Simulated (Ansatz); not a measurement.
## How far a parabola holds: energy against volume of bcc W

bcc W, treated with r²SCAN (Ansatz, a first-principles code, plane waves, PAW). Numerical settings: plane-wave cutoff 560 eV, 24×24×24 k mesh, Fermi–Dirac smearing 0.05 eV, no spin polarisation, scalar-relativistic PAW data made under PBE. The cell has no free parameter but its volume, all volumes share cutoff and mesh, and the runs aren't spin-polarised. Energies are free energies at the run's smearing, counted from the lowest row; static lattice.

```csv
V (Å³/atom),E (meV/atom)
14.955,?
15.273,27.30
15.591,6.62
15.910,0.00
16.228,6.12
16.546,23.77
```

Question: Fit E against V with a parabola, and predict the withheld value at V = 14.955.

Answer: With u = V - 15.9, the rows have u = -0.6270, -0.3090, 0.0100, 0.3280, 0.6460. Least squares gives E = 0.013 - 3.573·u + 63.061·u². Residuals (row less fit): 0.256, -0.518, 0.016, 0.495, -0.251; standard error 0.567 (degrees of freedom: 2). The fitted curve has its minimum at V = 15.9, where E = -0.04. Its curvature is d²E/dV² = 2 × 63.061 meV/Å⁶, so B = V0·d²E/dV² × 0.1602 = 322 GPa. At the withheld row, u = -0.9450, so E = 0.013 - 3.573 × (-0.9450) + 63.061 × (-0.9450)² = 59.705 meV/atom. The calculation gives 63.53 meV/atom, 3.825 meV/atom above the prediction (6.0 % of the range of E in the table). The row lies outside the fitted rows, so this is an extrapolation. From the scatter of the fitted rows alone, a prediction at this place has a standard error of 1.340 meV/atom, so the miss is 2.9 times that.

The residuals are curvature that a parabola lacks, not noise. A solid that stiffens under compression and softens on expansion lies above the parabola at the compressed end and under it at the expanded end, as this row does. A third-order Birch-Murnaghan fit to the whole scan has B0 = 320 GPa. Only scans are tabulated whose curvature falls smoothly with volume, and where the parabola meets the shown rows within 5 % of their range and misses the end by 0.1 meV or more.

Measured, for comparison: bulk modulus 312 GPa (zero-point energy and finite temperature contributions removed, sources range from 300 to 328; as tabulated in doi:10.1021/acs.jctc.3c00612). Computed less measured: bulk modulus +2.6 % (inside the range of the sources held).

Spin–orbit coupling is not included.
